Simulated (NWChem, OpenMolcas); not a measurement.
## The same job for NWChem

This OpenMolcas 26.06 job computes AlSiNH8 (SMILES [AlH3-][NH2+][SiH3]):

input.xyz:
```
11

Al    -0.900100     1.211100    -0.740800
N     -0.028300     0.143500     0.802700
Si     0.876200    -1.248700     0.128600
H     -0.721100     0.091900    -1.882400
H      0.093800     2.465300    -0.806700
H     -2.377200     1.435300    -0.165100
H      0.566700     0.786500     1.316700
H     -0.768500    -0.144800     1.435900
H      1.651500    -1.882900     1.228300
H      1.794800    -0.716800    -0.896700
H     -0.122500    -2.197400    -0.400100
```

run.inp:
```
&gateway
  baslib=$CurrDir
  coord=input.xyz
  basis=def2-SVP
  group=NoSym

&seward
  gridinput
  Grid=UltraFine
  End of Grid

&scf
  ksdft=PBE
  thresholds=1e-10 1e-07 1e-07 1e-05
  prorbitals=1 2

&alaska
```

```bash
$ export MOLCAS_MEM=1860
$ pymolcas run.inp > run.log
```

(Basis files named in the input come from the Basis Set Exchange and aren't shown.)

The coordinates come from a PBE0-D4/def2-TZVP relaxation.

It gives a total energy of -590.900578 Eh.

How is this level of theory, on these atoms, set up in NWChem 7.3.0 as an input file of the program's own?

For example:

a.nw:
```
start a
title "AlH8NSi"
memory stack 720 mb heap 180 mb global 900 mb
charge 0

geometry noautosym nocenter noautoz
 Al   -0.900100    1.211100   -0.740800
 N    -0.028300    0.143500    0.802700
 Si    0.876200   -1.248700    0.128600
 H    -0.721100    0.091900   -1.882400
 H     0.093800    2.465300   -0.806700
 H    -2.377200    1.435300   -0.165100
 H     0.566700    0.786500    1.316700
 H    -0.768500   -0.144800    1.435900
 H     1.651500   -1.882900    1.228300
 H     1.794800   -0.716800   -0.896700
 H    -0.122500   -2.197400   -0.400100
end

basis spherical bse
 * library def2-SVP
end

dft
 xc xpbe96 cpbe96
 grid fine
 convergence energy 1e-08
 maxiter 100
 mulliken
end

task dft gradient
```

```bash
$ nwchem a.nw > a.out
```

Its energy is -590.900577 Eh, the same as the first but for the last digit, at most.
